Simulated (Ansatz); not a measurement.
`B[N]C` radical. Total charge 0; spin multiplicity 2. Geometry: relaxed with PBE0-D4/def2-TZVP.

```xyz
8

B    -1.130   -0.879    0.485
N    -0.106   -0.056    0.260
C     0.897    0.705   -0.329
H    -1.649   -1.431   -0.458
H    -1.535   -1.074    1.601
H     1.894    0.413    0.017
H     0.755    1.778   -0.159
H     0.874    0.545   -1.419
```

Question: What is the dipole moment at PBE/def2-TZVPP? (Best estimate.)

Answer: Ansatz gave: 2.08 D, with components (1.51, 1.15, -0.86) D in this frame, pointing from negative to positive charge.

Question: And with r2SCAN, B3LYP, ωB97M-V? (An estimate is asked.)

Answer: Ansatz gave: r2SCAN 2.11 D, B3LYP 2.07 D, ωB97M-V 2.11 D.

Question: Give the Mulliken charges with PBE, r2SCAN, ωB97M-V in def2-TZVPP. (An estimate is asked.)

Answer: The calculation gave: 
| atom | PBE | r2SCAN | ωB97M-V |
| --- | --- | --- | --- |
| B1 | -0.19 | -0.14 | -0.24 |
| N2 | 0.01 | -0.04 | -0.04 |
| C3 | -0.16 | -0.01 | -0.19 |
| H4 | 0.00 | -0.02 | 0.04 |
| H5 | 0.00 | -0.01 | 0.04 |
| H6 | 0.11 | 0.07 | 0.13 |
| H7 | 0.11 | 0.07 | 0.13 |
| H8 | 0.11 | 0.08 | 0.13 |

B3LYP here is the variant with VWN-RPA as its local correlation; programs differ in this.
